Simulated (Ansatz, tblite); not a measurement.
Forces on AlH₂F at its PBE0-D4/def2-TZVP geometry. Total charge 0; singlet.

The xTB rows come from tblite.

GFN1-xTB (tblite), largest force 0.71 eV/Å:

```xyz
4
positions Å, forces eV/Å
Al   -0.034   -0.028    0.034   -0.428   -0.387    0.415
H    -1.566   -0.039   -0.335    0.682    0.099    0.039
H     0.636   -0.785    1.243   -0.149    0.380   -0.557
F     0.963    0.852   -0.942   -0.106   -0.092    0.104
```

GFN2-xTB (tblite), largest force 0.57 eV/Å:

```
Al -0.024 -0.033 0.018
H 0.508 -0.077 0.240
H -0.359 0.217 -0.381
F -0.124 -0.106 0.123
```

r2SCAN-D4/def2-TZVP (Ansatz), largest force 0.05 eV/Å:

```
Al -0.030 -0.037 0.024
H 0.013 0.002 0.007
H -0.009 0.010 -0.008
F 0.025 0.025 -0.023
```
